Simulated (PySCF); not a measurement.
# Two probes of the same atoms: core binding energy and nuclear shielding

Species: C3H4FP.
Geometry (GFN2-xTB, Å), atoms numbered from 1 in this order:
```
atom  x, y, z in Å
C1    -0.966   -0.398    0.075
C2     0.195    0.587   -0.030
F3     0.255    1.335    1.143
C4     1.453   -0.094   -0.248
P5     2.799   -0.841   -0.439
H6    -1.890    0.142    0.268
H7    -0.786   -1.093    0.893
H8    -1.061   -0.953   -0.854
H9     0.014    1.321   -0.832
```

Binding energies: PySCF 2.14.0, delta-SCF UKS SCAN, pcX-2 on the ionised atom, pcseg-1 elsewhere, spin-free X2C. Shieldings: GIAO PBE0/pcSseg-1, non-relativistic, same geometry.

```csv
atom,isotropic shielding (ppm)
C1,159.7
C2,100.7
C4,6.6
```

Q: What are the C 1s binding energies of these atoms?

A: 
```
atom           environment  C 1s (eV)  isotropic shielding (ppm)
  C4  triply bonded carbon     290.93                        6.6
  C1         methyl carbon     291.12                      159.7
  C2        sp3 C–F carbon     293.71                      100.7
```

Q: Among the listed atoms, is the one with the highest binding energy also the least shielded?

A: No. The highest binding energy is at C2 (293.71 eV, shielding 100.7 ppm), the lowest shielding at C4 (6.6 ppm, 290.93 eV).

By binding energy: C4 < C1 < C2. By shielding: C4 < C2 < C1.

The unrestricted hole states depart most from a pure doublet (⟨S²⟩ = 0.75; over 0.85 named) for C 1s of C4 (0.98), which makes this value less certain. Geometry: GFN2-xTB; no solvent, vibrations or thermal averaging.
